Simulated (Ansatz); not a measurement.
Dissociation curve of BeH, doublet.

Levels of theory: ROHF/def2-SVP (Ansatz, a quantum-chemistry and plane-wave program); ROMP2 = MP2 on ROHF/def2-SVP, frozen core in Ansatz; ROCCSD = CCSD on ROHF/def2-SVP, frozen core (Ansatz); ROCCSD(T) = CCSD(T) on ROHF/def2-SVP, frozen core run with Ansatz; UHF/def2-SVP (Ansatz); UMP2 = MP2 on UHF/def2-SVP, frozen core in Ansatz; UCCSD = Ansatz with CCSD on UHF/def2-SVP, frozen core; UCCSD(T) = CCSD(T) on UHF/def2-SVP, frozen core (Ansatz); UKS-CAM-B3LYP = Ansatz with unrestricted CAM-B3LYP/def2-SVP; UKS-B3LYP = Ansatz with unrestricted B3LYP/def2-SVP; UKS-PBE = Ansatz with unrestricted PBE/def2-SVP; FCI = full CI/def2-SVP, frozen core (Ansatz).

All curves are set to zero at 1.36 Å and compared with full CI in the same basis at 1.36, 1.38, 1.43, 1.50, 1.58, 1.65, 1.86, 2.07, 2.21, 2.45, 2.74, 2.98, 3.29, 3.72, 4.11, 4.75, 5.40 Å.

**Question.** Which method stays most parallel to full CI over these points, and which least?

**Answer.** UCCSD(T) has the smallest spread and UKS-B3LYP the largest. In order (kJ/mol): UCCSD(T) 1.02, UCCSD 2.26, ROCCSD(T) 2.39, ROCCSD 7.09, UHF 27.73, UMP2 42.01, ROMP2 44.73, UKS-PBE 52.56, ROHF 56.34, UKS-CAM-B3LYP 56.99, UKS-B3LYP 57.55.

Errors against full CI at some of the points (kJ/mol):

| method | 1.65 Å | 2.07 Å | 2.74 Å | 3.29 Å | 5.40 Å |
|---|---|---|---|---|---|
| UCCSD(T) | 0.3 | 0.5 | -0.3 | -0.4 | -0.4 |
| UCCSD | 0.7 | 0.7 | -0.9 | -1.1 | -1.1 |
| ROCCSD(T) | 0.4 | 1.7 | -0.4 | -0.5 | -0.5 |
| ROCCSD | 1.0 | 4.3 | -0.9 | -1.2 | -1.3 |
| UHF | 5.9 | 18.8 | 19.8 | 25.2 | 27.7 |
| UMP2 | 5.8 | 27.6 | 39.7 | 41.9 | 41.8 |
| ROMP2 | 6.4 | 30.2 | 35.8 | 32.2 | 31.9 |
| UKS-PBE | -4.2 | -1.5 | 30.6 | 44.1 | 47.9 |
| ROHF | 7.4 | 38.5 | 35.9 | 29.8 | 28.6 |
| UKS-CAM-B3LYP | 2.3 | 13.4 | 40.7 | 52.6 | 57.0 |
| UKS-B3LYP | 1.3 | 9.3 | 38.7 | 52.9 | 57.5 |

The T1 diagnostic of CCSD on the restricted reference of ROMP2, ROCCSD, ROCCSD(T) exceeds 0.045 at 1.86 to 2.74 Å. The unrestricted determinant behind UHF, UMP2, UCCSD, UCCSD(T) is spin-contaminated at 2.07 to 5.40 Å (<S²> up to 1.0, against 0.75 for a pure doublet).
